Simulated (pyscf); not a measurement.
`[NH]=[Ti]([Cl])[Cl]` + `[H][H]` -> `[NH2][TiH]([Cl])[Cl]`, an addition across a multiple bond or ene-type step (singlet surface; H–H broken, H–Ti, H–N formed). PySCF, gas phase, ωB97X-D3(BJ)/def2-SVP geometries. Energies in kcal/mol from the separated reactants.

Small-basis levels: PySCF, no dispersion term, spherical d functions. 

Task: In single points BP86/6-31G*+LANL2DZ puts the saddle at -0.3 kcal/mol and the reaction energy at -27.4 kcal/mol. Should these be trusted to within a few kcal/mol? Compare with ωB97M-D3(BJ)/def2-TZVP.

Result: ωB97M-D3(BJ)/def2-TZVP gives ΔE‡ = -2.1 kcal/mol and ΔE = -31.8 kcal/mol. BP86/6-31G*+LANL2DZ lies 1.8 kcal/mol over it in the barrier and 4.3 kcal/mol over it in the reaction energy, so on this step it does not hold to within 3.0 kcal/mol. ωB97M-D3(BJ)/def2-TZVP has limits of its own. On the reactant side the descent ends in an adduct with a H–Ti contact, 10.4 kcal/mol under the separated species and 8.0 kcal/mol under the saddle at ωB97X-D3(BJ)/def2-TZVP. At ωB97M-D3(BJ) the saddle lies under the separated reactants, which points to a path from their complex (located at ωB97X-D3(BJ) alone). This is the saddle that the search found; another between the same sides may lie lower.
